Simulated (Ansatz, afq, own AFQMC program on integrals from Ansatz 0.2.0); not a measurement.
Two steps: Ansatz 0.2.0 writes the Fock matrix and Cholesky factors of the valence space, and afq projects on them the lowest state that overlaps trial and start.

```yaml
crystal:
  periodic: [false, false, false]
  atoms:
    - {symbol: H, position_ang: [-1.809464, 0.049803, 0.000000]}
    - {symbol: H, position_ang: [-0.847464, 0.049803, 0.000000]}
    - {symbol: O, position_ang: [0.142536, 0.049803, 0.000000]}
    - {symbol: H, position_ang: [0.394395, -0.890147, 0.000000]}
basis:
  gaussian: {orbitals: cc-pVTZ}
magnetization: {spin_polarized: true, initial_magnetization: 1}
correlation: {method: ccsd_t, electrons: outside_noble_gas, hamiltonian_folder: ham}
```

```sh
$ ansatz run in.yaml --threads 1 --pin off --events-out ev --progress --plain --max-ram 16896MiB --backend cuda --devices 0, --max-vram 18GiB
```

afq runs on the folder ham with

```
--method phaseless --trial cisd --walkers 3100 --populations 20 --least-time 60 --time-step 0.005 --steps-per-block 50 --equilibration-blocks 28 --max-blocks 4000 --target-error 0.00018 --factor-cut 1e-05 --start spin_pure --seed 8283 --release-times 0.24,0.51,0.99,1.62,2.4 --release-step 0.03 --release-every 3 --taylor-order 6
```

Times are imaginary, in 1/Eh. The walk had a cap of 243 s. With eight or more populations the least sampling time is a fifth of least-time, and the error comes from their spread.

Log:

```
orbitals 71  electrons 5 4  factors 412 of 412
reference energy -76.51891048 Eh
CCSD correlation -0.27945652 Eh in 11 cycles, weight of the determinant in the CISD state 0.9301
energy of the start -76.797855 Eh
 block  time / (1/Eh)  mean weight  energy / Eh
     1     0.250  0.9999  -76.799033
     2     0.500  1.0000  -76.803156
     3     0.750  1.0004  -76.803561
     4     1.000  0.9995  -76.805924
     5     1.250  0.9994  -76.807068
     8     2.000  0.9995  -76.807095
    11     2.750  1.0000  -76.808113
    14     3.500  1.0004  -76.807706
    17     4.250  1.0000  -76.807507
    20     5.000  1.0002  -76.806931
    23     5.750  1.0000  -76.806138
    26     6.500  0.9996  -76.807292
    29     7.250  0.9996  -76.807640
    32     8.000  1.0001  -76.806511
    35     8.750  0.9998  -76.807292
    38     9.500  1.0000  -76.807671
    41    10.250  1.0000  -76.808358
    44    11.000  1.0000  -76.806943
    47    11.750  1.0000  -76.808842
    50    12.500  0.9993  -76.808391
    53    13.250  0.9999  -76.807388
    56    14.000  1.0000  -76.806158
    59    14.750  0.9995  -76.806037
    60    15.000  1.0004  -76.805991
    62    15.500  0.9999  -76.807765
    65    16.250  0.9999  -76.808316
    68    17.000  1.0006  -76.808212
    71    17.750  1.0001  -76.806136
    74    18.500  0.9998  -76.808976
    77    19.250  1.0000  -76.806305
    78    19.500  1.0005  -76.807023
error from the spread of 20 populations
released: time / (1/Eh)  energy / Eh  error  mean overlap
  0.24  -76.807496  0.000082  0.9963
  0.51  -76.807629  0.000107  0.9911
  0.99  -76.807657  0.000132  0.9854
  1.62  -76.807574  0.000150  0.9769
  2.40  -76.807511  0.000178  0.9765
energy -76.807393 +/- 0.000097 Eh
(rows thinned)
```

The run passed its tests (sampling time, drift between the halves within three errors, error under three times the target), which doesn't prove that it has relaxed.

Against this walk (error 2.6 meV) on the same determinant: CCSD(T) 11.2 meV higher, CCSDT(Q) 5.1 meV lower (within the noise). The error is statistical and leaves out the bias of the constraint. Released to 2.40 1/Eh the energy moves by -3 ± 6 meV (both errors), within twice the noise.

Cautions: constraint bias not in the error.

The walk took 78 s on 1 × NVIDIA H100 80GB HBM3 with 2 threads of AMD EPYC 7R13 Processor (Zen 3), on a shared host (the card was shared). The log's last line is the phaseless energy.

CCSDT and higher add their correlation energy to the determinant of the CCSD(T) run, since their own runs factorise the integrals more tightly (a shift of under 2 meV). A walk keeps the symmetry of its determinant, which the program's search chose and which needn't be the lowest solution, so a lower state of the same spin and another symmetry isn't excluded.
